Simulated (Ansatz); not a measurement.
A made-up structure of LiSiH3S, closed shell:

```
6
angstrom
Li -0.8190 -1.1428 1.4406
S -1.3909 -0.9934 -0.6582
Si 0.2020 0.2836 -0.3607
H -1.2783 -1.7079 2.8541
H -0.0444 1.7444 -0.5089
H 0.5700 0.1423 1.1382
```

It is relaxed with PBE-D4/def2-SVP and then PBE0-D4/def2-TZVP (Ansatz 0.2.0). Atoms count as bonded within 1.22 times the sum of their covalent radii (H–H: 0.88 Å). The end point is not checked to be a true minimum.

(1) Does its bonding change? (Judge from chemistry; the calculation decides.)

Answers

(1) Computed: Yes. Formed: Si3–H4; broken: Li1–H6.

Where it ends: The first stage lowers the energy by 3.48 eV in 23 steps. It ends as LiSiH₃S ([H]1[Li]2[S][SiH2]12):
```xyz
6
angstrom
Li -1.4285 -1.9967 1.0543
S -1.9479 -0.4589 -0.4021
Si -0.2208 0.1494 0.5485
H 0.1055 -0.9712 1.5682
H 1.0234 0.2355 -0.2647
H -0.2923 1.3680 1.4008
```

Labels in which every atom is bracketed show which atoms are joined, not bond orders.

For scale, one of the runs: PBE0-D4/def2-TZVP relaxation, 106 basis functions, launched by `ansatz run in.yaml --threads 2 --pin off --events-out ev --progress --plain --max-ram 4352MiB`. The run took about 11 s on 2 CPU threads of an Arm Neoverse V1 (shared host).
